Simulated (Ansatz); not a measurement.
# C3H4ClFS: the cost of one run

Program: the Python package of Ansatz 0.2.0. Level of theory: r2SCAN+D3(BJ)/cc-pVDZ. These are calculated values, not measurements.

### Step 1. The structure

The script builds its own geometries from the SMILES CSC(Cl)=CF.

No structure file is read: the coordinates are typed or built in the script.

### Step 2. The code

Contents of c3h4clfs.py:

```python
import ansatz as az
from rdkit import Chem
from rdkit.Chem import AllChem

rd = Chem.AddHs(Chem.MolFromSmiles("CSC(Cl)=CF"))
ids = list(AllChem.EmbedMultipleConfs(rd, numConfs=20, randomSeed=706, pruneRmsThresh=0.4))
field = [energy for _, energy in AllChem.MMFFOptimizeMoleculeConfs(rd)]
distinct = {round(e, 2): i for i, e in zip(ids, field)}
chosen = sorted(distinct.items())[:3]
found = []
for force_field, index in chosen:
    molecule = az.Crystal.molecule()
    for atom, xyz in zip(rd.GetAtoms(), rd.GetConformer(index).GetPositions()):
        molecule = molecule.atom(atom.GetSymbol(), xyz.round(5).tolist())
    setup = (
        molecule.calculation()
        .basis(gaussian="cc-pVDZ")
        .functional("r2scan", dispersion="d3bj")
    )
    found.append(setup.run().report["free_energy_ev"])
print("conformer   MMFF (kcal/mol)   this level (kcal/mol)")
for (force_field, index), e in zip(chosen, found):
    print(f"{index:9d} {force_field - chosen[0][0]:17.2f} {23.060548 * (e - min(found)):17.3f}")
```

### Step 3. Running it

Launch:

```bash
python c3h4clfs.py
```

Q: Estimate wall time and peak memory on 1 thread of Arm Neoverse V1, shared host.

About 17 s, with a peak of 0.31 GiB.
